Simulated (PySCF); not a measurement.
Methylaminoethane: calculation and literature

Atom-mapped SMILES (the numbers label the heavy atoms): `[CH3:1][CH2:2][NH:3][CH3:4]`. Hydrogens are named by the atom that carries them.

Computational details: PBE0-D3(BJ)/def2-TZVP geometry, B97-2/pcSseg-2 with gauge-including orbitals, in PySCF (relativity neglected, fast rotation and ring inversion assumed for equivalent nuclei, a single conformation, in vacuum).

Reference values: measured (solution, not stated per compound (mostly CDCl3 or CCl4); Pretsch, Buehlmann, Badertscher, Structure Determination of Organic Compounds, 4th ed. (2009)).
| atoms | quantity | reference | computed | computed, scaled |
| --- | --- | --- | --- | --- |
| C2 | δ ¹³C | 45.9 | 52.1 | 48.2 |
| C1 | δ ¹³C | 14.3 | 18.5 | 15.8 |

Computed shifts are σ(ref) − σ with the named reference compound (TMS for H and C) calculated as an isolated molecule at the same level. The measured values may be among those fitted. Expected solution values come from regression of measured δ (H and C: mostly CDCl3, vs TMS) on computed σ: ¹³C (scatter 2.0 ppm rms, 2.1 ppm with the 1 outlier that the fit left out). Occasional misses reach two or three times the rms, and more in compound classes unlike the fitted ones.

Question: How far are the unscaled ¹³C shifts from the references?

Answer: Mean signed difference +5.20 ppm, mean absolute 5.20 ppm over 2 comparisons; the largest is +6.2 ppm at C2 (sp3 CH2 bonded to N).
